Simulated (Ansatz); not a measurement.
Ideal-gas functions of `N=C(Cl)CO` at 500 K and 1 bar, from an Ansatz frequency run at PBE0-D4/def2-TZVP.

Molar mass 93.51 g/mol, point group Cs (symmetry number 1), electronic degeneracy 1, moments of inertia 55.186, 204.793, 256.844 u Å². Harmonic wavenumbers (cm⁻¹, unscaled): 120, 254, 326, 378, 467, 480, 797, 868, 956, 1028, 1146, 1199, 1256, 1325, 1452, 1480, 1769, 3019, 3044, 3555, 3730.

Use S(trans) = R[1.5 ln M + 2.5 ln T − 1.1517]; rotational temperatures θ = 24.2544 K / I; S(rot) = R[ln(√π/σ · √(T³/θAθBθC)) + 1.5]; for each mode x = 1.438777 ν̃/T, S = R[x/(eˣ − 1) − ln(1 − e⁻ˣ)] and H = RT x/(eˣ − 1); 1 cm⁻¹ = 0.0119627 kJ/mol; R = 8.31446 J/(mol·K).

Q: By hand: the entropy, in J/(mol·K).

A: Translation 176.2. Rotation: θ = 0.4395, 0.1184, 0.0944 K, giving 116.8. Vibration, mode by mode: 17.20, 11.10, 9.14, 8.01, 6.46, 6.26, 3.02, 2.58, 2.11, 1.79, 1.37, 1.21, 1.06, 0.90, 0.67, 0.63, 0.31, 0.01, 0.01, 0.00, 0.00, in all 73.8. Electronic 0.0. Sum 366.8 J/(mol·K).

Q: By hand: H − E and G − E in kJ/mol, counted from the electronic energy.

A: Zero-point energy ½ × 28649 × 0.0119627 = 171.4; thermal vibration 20.9; translation, rotation and pV give 4 RT = 16.6. H − E = 208.9 kJ/mol, and G − E = 208.9 − 500 × 366.8/1000 = 25.5 kJ/mol.

Vibration gives 20 % of the entropy, 17.2 J/(mol·K) of it from the mode under 150 cm⁻¹: soft modes count most, and the harmonic formula is weakest for them. The sum counts one conformer and one mirror image; others add a mixing term.
